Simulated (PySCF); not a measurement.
# How the method moves the proton affinities of 1-methylimidazole

Structure: `Cn1ccnc1` (C4H6N2). Atom numbers as in the mapped SMILES `[CH3:1][n:2]1[cH:3][cH:4][n:5][cH:6]1`. These are map numbers, not IUPAC locants.

All levels share the PBE0-D3(BJ)/def2-SVP structures and the PBE0-D3(BJ)/def2-SVP thermal terms; only the single-point energies (PySCF) change. Values are proton affinities (298 K, kJ/mol).

Measured (NIST Chemistry WebBook): proton affinity (−ΔH) 960 kJ/mol.

```tsv
level	N5	N2	time
ωB97X-D3(BJ)/ma-def2-SVP (grid 4)	974	751	69 s
ωB97X-D3(BJ)/def2-TZVP	978	770	–
OPBE/def2-TZVP	981	757	76 s
HF/def2-TZVP (grid 2, conv 1e-06)	990	789	20 s
```

Times are wall times for all single points of a level on 1 thread of Arm Neoverse V1, a shared host; the dash marks the run that also made the structures. OPBE ran on a slower path of this set-up, which computes the density-fitting integrals anew in every SCF cycle while the other levels store them. So the times needn't show the usual order of cost, and those levels read slower than they are.

Hartree-Fock leaves out electron correlation, so its proton affinities can be off by tens of kJ/mol.

The widest spread is that of N2: 38 kJ/mol, from 751 to 789.
